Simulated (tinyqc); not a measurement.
ROHF in the sto-6g basis, for NH, spin multiplicity 3, step by step. One step of it, computed by the program tinyqc.

Question. Iteration 1: Roothaan effective Fock matrix. With projectors Pc = D(beta) S, Po = (D(alpha) - D(beta)) S, Pv = 1 - D(alpha) S, the block xy is Px^T F Py; with Fc = (F(alpha) + F(beta))/2, the blocks are Fc for cc, oo, vv and cv, F(beta) for co and F(alpha) for ov.

F(alpha) (hartree), lower triangle:
```
             1N 1s      1N 2s     1N 2px     1N 2py     1N 2pz      2H 1s
1N 1s   -18.086178
1N 2s    -4.113243  -2.190359
1N 2px    0.081021  -0.122333  -0.723504
1N 2py   -0.281100  -0.041643  -0.121720  -0.449133
1N 2pz    0.008075   0.088688   0.003282   0.032326  -0.762450
2H 1s    -0.367365  -0.325755  -0.052422   0.099636  -0.200356  -0.201507
```

F(beta) (hartree), lower triangle:
```
             1N 1s      1N 2s     1N 2px     1N 2py     1N 2pz     2H 1s
1N 1s   -15.377084
1N 2s    -3.664471  -1.683522
1N 2px    0.063703   0.196470  -0.386474
1N 2py   -0.216800   0.090451  -0.049005  -0.302881
1N 2pz   -0.162252  -0.154772  -0.119756  -0.021522  -0.544444
2H 1s    -0.207371  -0.272871  -0.064984   0.110652  -0.199816  0.059713
```

D(alpha) at the start, lower triangle:
```
            1N 1s      1N 2s     1N 2px     1N 2py     1N 2pz     2H 1s
1N 1s    0.872990
1N 2s   -0.200972   1.101059
1N 2px  -0.119758   0.032834   0.922058
1N 2py   0.312597  -0.085704   0.203445   0.468961
1N 2pz  -0.015305   0.061968  -0.003830   0.009998   1.061202
2H 1s    0.233021  -0.310415   0.125493  -0.327567  -0.255805  0.915865
```

D(beta) at the start, lower triangle:
```
            1N 1s      1N 2s    1N 2px     1N 2py     1N 2pz     2H 1s
1N 1s    0.212077
1N 2s   -0.060779   0.498432
1N 2px   0.001976  -0.395458  0.616891
1N 2py   0.283906  -0.230478  0.102746   0.427989
1N 2pz   0.161023   0.277566  0.141431   0.084277   0.902427
2H 1s   -0.279926  -0.110037  0.284305  -0.325721  -0.159394  0.503120
```

overlap S, lower triangle:
```
           1N 1s     1N 2s    1N 2px    1N 2py    1N 2pz     2H 1s
1N 1s   1.000000
1N 2s   0.229416  1.000000
1N 2px  0.000000  0.000000  1.000000
1N 2py  0.000000  0.000000  0.000000  1.000000
1N 2pz  0.000000  0.000000  0.000000  0.000000  1.000000
2H 1s   0.016896  0.222133  0.000000  0.000000  0.234339  1.000000
```

Give: effective F.

Answer.

effective F (hartree), lower triangle:
```
           1N 1s    1N 2s   1N 2px   1N 2py   1N 2pz    2H 1s
1N 1s   -16.6800
1N 2s    -3.8696  -1.9411
1N 2px   -0.0594   0.0013  -0.5134
1N 2py    0.1609   0.1436  -0.1382  -0.3175
1N 2pz    0.0096  -0.0071  -0.0561  -0.0443  -0.6764
2H 1s    -0.3213  -0.3024  -0.1409   0.3826  -0.1321  -0.1432
```
